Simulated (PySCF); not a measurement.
NO, charge +1, multiplicity 1. Atoms are numbered in the order given.

```xyz
2

N      0.0000     0.0000    -0.5706
O      0.0000     0.0000     0.4992
```
Charge +1, spin multiplicity 1.

Geometry: PBE-D3(BJ)/def2-TZVPD.

Lowest vertical singlet excitation by several levels in PySCF, with rough processor times relative to the cheapest run on one machine. Each run also gave further roots (ADC and EOM-CCSD ionised and attached states too); roots are paired by order and the bases differ. EOM-CCSD serves as a yardstick, not as the true value; all levels that ended soundly for this molecule are listed, with differences from unrounded values.

```json
[
 {"level": "TDA-PBE/def2-TZVPD", "relative cost": "1"},
 {"level": "EOM-CCSD/aug-cc-pVDZ", "relative cost": "2"},
 {"level": "TDA-LC-ωPBE/def2-TZVPD", "relative cost": "2"},
 {"level": "ADC(3)/aug-cc-pVDZ", "relative cost": "7"},
 {"level": "TDA-M06-2X/def2-TZVPD", "relative cost": "8"}
]
```

Computed S1 at each level and its distance from EOM-CCSD:
```json
[
 {"level": "TDA-PBE/def2-TZVPD", "S1 (eV)": "9.89", "S1 minus EOM-CCSD (eV)": "-0.27"},
 {"level": "EOM-CCSD/aug-cc-pVDZ", "S1 (eV)": "10.16", "S1 minus EOM-CCSD (eV)": "0.00"},
 {"level": "TDA-LC-ωPBE/def2-TZVPD", "S1 (eV)": "10.14", "S1 minus EOM-CCSD (eV)": "-0.02"},
 {"level": "ADC(3)/aug-cc-pVDZ", "S1 (eV)": "9.72", "S1 minus EOM-CCSD (eV)": "-0.44"},
 {"level": "TDA-M06-2X/def2-TZVPD", "S1 (eV)": "9.38", "S1 minus EOM-CCSD (eV)": "-0.78"}
]
```
